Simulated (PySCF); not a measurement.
**Computed NMR parameters against published values**

Cartesian coordinates in Å; atom numbers follow the order of the lines, from 1:
```xyz
9

F     2.433    0.593   -0.795
C     1.182    0.396   -0.407
C     0.621   -0.783   -0.042
C    -0.743   -0.602    0.311
C    -1.160    0.688    0.202
S     0.097    1.723   -0.336
H     1.157   -1.721   -0.030
H    -1.389   -1.407    0.635
H    -2.136    1.098    0.408
```

Published estimates (parent shift plus substituent increments) and measurements: δ 1H H8 6.55; H9 6.45; H7 6.31 ppm (estimated from measurements, as parent shift plus tabulated substituent increment; solution, not stated per compound (mostly CDCl3 or CCl4); Pretsch, Buehlmann, Badertscher, Structure Determination of Organic Compounds, 4th ed. (2009)).

[PySCF 2.14.0 with density-fitted response routines: geometry from PBE0-D3(BJ)/def2-TZVP; B97-2/pcSseg-2 with gauge-including orbitals; one conformer; no solvent; non-relativistic Hamiltonian]

(1) Set the calculated values beside the experiment.

(2) How far are the unscaled 1H shifts from the references?

## Answers

(1) 
Reference values: estimated from measurements, as parent shift plus tabulated substituent increment (solution, not stated per compound (mostly CDCl3 or CCl4); Pretsch, Buehlmann, Badertscher, Structure Determination of Organic Compounds, 4th ed. (2009)).
| atoms | quantity | reference | computed | computed, scaled |
| --- | --- | --- | --- | --- |
| H8 | δ 1H | 6.55 | 6.94 | 6.66 |
| H9 | δ 1H | 6.45 | 6.62 | 6.36 |
| H7 | δ 1H | 6.31 | 6.68 | 6.41 |

Computed shifts are σ(ref) − σ with the named reference compound (TMS for H and C) calculated as an isolated molecule at the same level. The measured values may be among those fitted. Expected solution values come from regression of measured δ (H and C: mostly CDCl3, vs TMS) on computed σ: 1H: δ = 29.81 − 0.938σ (rms 0.14 ppm, 293 shifts, 0.16 ppm with the 4 outliers that the fit left out). A few per cent of atoms miss by over 2 rms, more outside the fitted compound classes.

(2) Mean signed difference +0.31 ppm, mean absolute 0.31 ppm over 3 comparisons; the largest is +0.39 ppm at H8 (hydrogen on an aromatic CH).
